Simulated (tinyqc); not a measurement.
Worked calculation: extended Hueckel theory, for PH3+. The parameters take no account of the charge, which enters only through the electron count. One step of it, computed by the program tinyqc.

Task: Mulliken analysis. P = C n C^T; charge = valence electrons (H 1, P 5) minus the sum of (P S)_ii on the atom; overlap population = 2 sum P_ij S_ij between two atoms.

coefficients, order 1P 3s, 1P 3px, 1P 3py, 1P 3pz, 2H 1s, 3H 1s, 4H 1s:
```
[[0.719079, 0.000078, 0.000000, 0.369435, 0.000000, 0.000415, 1.160057],
 [-0.000006, 0.612176, 0.000000, -0.000033, 0.000000, 1.087955, -0.000722],
 [0.000000, 0.000000, 0.612228, 0.000000, 1.087857, 0.000000, 0.000000],
 [-0.017764, 0.000033, 0.000000, 0.859452, 0.000000, -0.000343, -0.878049],
 [0.198554, 0.431361, 0.000000, -0.123365, 0.000000, -0.975339, -0.811128],
 [0.198612, -0.215646, 0.373544, -0.123320, -0.844379, 0.487146, -0.812099],
 [0.198612, -0.215646, -0.373544, -0.123320, 0.844379, 0.487146, -0.812099]]
```

occupations: [2.000000, 2.000000, 2.000000, 1.000000, 0.000000, 0.000000, 0.000000]

overlap S, order 1P 3s, 1P 3px, 1P 3py, 1P 3pz, 2H 1s, 3H 1s, 4H 1s:
```
[[1.000000, 0.000000, 0.000000, 0.000000, 0.394370, 0.394484, 0.394484],
 [0.000000, 1.000000, 0.000000, 0.000000, 0.467225, -0.233681, -0.233681],
 [0.000000, 0.000000, 1.000000, 0.000000, 0.000000, 0.404610, -0.404610],
 [0.000000, 0.000000, 0.000000, 1.000000, -0.281721, -0.281803, -0.281803],
 [0.394370, 0.467225, 0.000000, -0.281721, 1.000000, 0.085999, 0.085999],
 [0.394484, -0.233681, 0.404610, -0.281803, 0.085999, 1.000000, 0.086078],
 [0.394484, -0.233681, -0.404610, -0.281803, 0.085999, 0.086078, 1.000000]]
```

Give: charges; Overlap populations.

Result:

charges: [0.4710, 0.1763, 0.1763, 0.1763]

Overlap populations:
```
pair      value
2-1    0.746551
3-1    0.746631
3-2   -0.015817
4-1    0.746631
4-2   -0.015817
4-3   -0.015832
```
